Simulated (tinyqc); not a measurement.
Inside a calculation. Method: UKS/PBE0 in the sto-3g basis, for LiH+, spin multiplicity 2. One step of it, computed by the program tinyqc.

Task: Iteration 2: DIIS coefficients. Solve [B -1; -1 0][c; lambda] = [0; -1] for the coefficients, which sum to one.

B (overlaps of the stored error matrices):
```
                1               2
1   1.0587323e-01  -1.2392321e-03
2  -1.2392321e-03   7.1338133e-05
```

Give: DIIS coefficients.

Result:

DIIS coefficients: 0.012  0.988
